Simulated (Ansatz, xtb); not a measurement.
Molecule: NH2 (charge -1, singlet). SMILES of the parent species: [NH2]
Geometry from a B3LYP-D3(BJ)/def2-TZVP (Ansatz, a quantum-chemistry and plane-wave program) optimisation:
```
N
H 1 1.0353
H 1 1.0353 2 100.42
```
Charge -1, spin multiplicity 1.

Harmonic wavenumbers from GFN2-xTB (xtb, at its own minimum), cm⁻¹: 1771, 2891, 2986.

Q: Give the harmonic wavenumbers at B3LYP-D3(BJ)/def2-TZVP (Ansatz, finite differences of forces, unscaled).

A: 1526, 3191, 3255 cm⁻¹. Zero-point energy 11.4 kcal/mol.

Q: From these and the geometry, give the ideal-gas thermochemistry at 298.15 K and 1 atm (rigid rotor, harmonic oscillator).

A: Point group C2v, rotational symmetry number 2. Rotational constants 653.3, 396.1, 246.6 GHz. S(trans) 34.26, S(rot) 10.92, S(vib) 0.01, S(elec, spin only) 0.00, S 45.2 cal/(mol K). H(298) - H(0) 2.37 kcal/mol; G - E(el) 0.3 kcal/mol.
